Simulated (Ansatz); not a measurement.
Isomers

Structures of Al2H4O, singlet, relaxed at PBE0-D4/def2-TZVP (vibrations not checked; lower isomers may exist, and structures with a doubtful reference or unclear bonds are left out). Ansatz 0.2.0; basis: def2-TZVPP; cores frozen in the correlated methods. B3LYP uses VWN-RPA correlation.

Rank them by CCSD(T) energy, lowest first, and give each one's height above the lowest. Links in brackets join atoms within 1.22 times the sum of their covalent radii (1.1 for two metals). (Judge from chemistry; the value comes from the calculation.)
A.
Al₂H₄O ([AlH2][O][AlH2])
```
7
angstrom
Al -1.4554 0.3036 -0.7874
O -0.0001 -0.0006 -0.0001
Al 1.4554 -0.3037 0.7874
H -1.5687 -0.0320 -2.3297
H -2.6554 0.9136 0.0446
H 1.5680 0.0313 2.3299
H 2.6561 -0.9122 -0.0447
```
B.
Al₂H₄O ([OH]1[AlH][AlH2]1)
```
7
angstrom
O -0.0063 0.1387 -0.7980
Al -1.3707 -0.8464 -0.0540
Al 0.6900 0.1107 0.9816
H -2.4664 -1.2183 -1.1619
H 0.2727 0.5098 -1.6396
H 2.0012 -0.7816 1.0758
H 0.6297 1.5512 1.6491
```
C.
Al₂H₄O ([OH][AlH][AlH2])
```
7
angstrom
O -1.4323 -1.2579 -0.7169
Al -0.5681 0.2107 -0.6833
Al 1.3105 0.3467 1.1082
H -2.1454 -1.4232 -1.3329
H -1.0009 1.3270 -1.7414
H 1.6287 -0.8591 2.0983
H 2.2075 1.6559 1.2680
```

Computed: A (0.00 kcal/mol), B (37.04 kcal/mol), C (38.20 kcal/mol). Heights count from the lowest.

Do PBE-D4, r2SCAN-D4, PBE0-D4, B3LYP-D4, wB97M-V, HF, MP2 give the same order? (A judgement: the text doesn't fix the answer.)

Computed: Lowest first: HF A < C < B. The others agree with CCSD(T).

The T1 diagnostic stays at or below 0.013.

For scale, one of the runs: CCSD(T)/def2-TZVPP, 171 basis functions, launched by `ansatz run in.yaml --threads 2 --pin off --events-out ev --progress --plain --max-ram 4352MiB`. Time: 26 s of wall clock on 2 CPU threads of an Intel Xeon Platinum 8175M; the host was shared. Peak host memory: 1.3 GiB.
